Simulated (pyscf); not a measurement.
Structures and frequencies: ωB97X-D3(BJ)/def2-SVP in PySCF.

Question: For the elementary gas-phase step F–B(F)–SiH₃ + H₂ -> F–BH–F + SiH₄ (singlet surface; B–Si, H–H broken, B–H, H–Si formed), what barrier and reaction energy does PBE/def2-TZVP give, measured from the separated reactants?

Answer: ΔE‡ = 1.33 eV, ΔE = -0.37 eV. ωB97M-D3(BJ)/def2-TZVP gives 1.65 eV and -0.51 eV. Zero-point energy shifts the barrier by +0.18 eV. It is a four-centre exchange, with an imaginary mode of 1247i cm⁻¹. At the saddle there is also a short B–H contact that neither side keeps. One saddle was located; it need not be the lowest between these sides.
